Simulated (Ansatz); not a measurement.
Complex (SMILES): O (H2O) with FCl (F-Cl), atoms 1 to 3 the first; geometry from NCB31 set, monomers rigid:
```xyz
5

O      2.2398     0.0000    -0.0882
H      2.6009     0.7620     0.3771
H      2.6011    -0.7617     0.3772
Cl    -0.3159    -0.0001    -0.0169
F     -1.9723     0.0001     0.0266
```

Basis-set convergence of the counterpoise-corrected interaction energy at MP2 with Ansatz (an electronic-structure program). Cartesian d functions, on some or all atoms, in 6-311G**, 6-311+G**; all else is spherical. Cores are frozen. No added dispersion term, no relativity. Functions are those of the species that has most. Reference: Hartree-Fock in aug-cc-pV(Q+d)Z plus the correlation part extrapolated as X^-3 from aug-cc-pV(T+d)Z and aug-cc-pV(Q+d)Z, -5.85 kcal/mol, itself unsure by roughly 0.08 kcal/mol (a third of the extrapolation step and of the last Hartree-Fock step). Deviations are taken from unrounded values.

```tsv
basis	functions	counterpoise-corrected interaction energy (kcal/mol)	minus reference (kcal/mol)
6-31G	35	-4.25	1.60
pcseg-0	35	-3.67	2.18
def2-SV(P)	50	-5.23	0.62
cc-pV(D+d)Z	61	-4.87	0.98
6-311G**	75	-4.96	0.89
6-311+G**	87	-4.06	1.79
def2-SVPD	89	-4.73	1.11
aug-cc-pV(D+d)Z	96	-4.89	0.96
def2-TZVP	111	-5.04	0.81
pcseg-2	122	-4.49	1.35
def2-TZVPP	132	-4.90	0.95
jun-cc-pV(T+d)Z	154	-5.02	0.83
6-311++G(3df,3pd)	161	-5.07	0.77
def2-TZVPPD	165	-4.94	0.91
cc-pV(Q+d)Z	234	-5.46	0.38
def2-QZVPPD	277	-5.39	0.46
aug-pcseg-3	357	-5.50	0.35
pcseg-4	429	-5.63	0.22
```
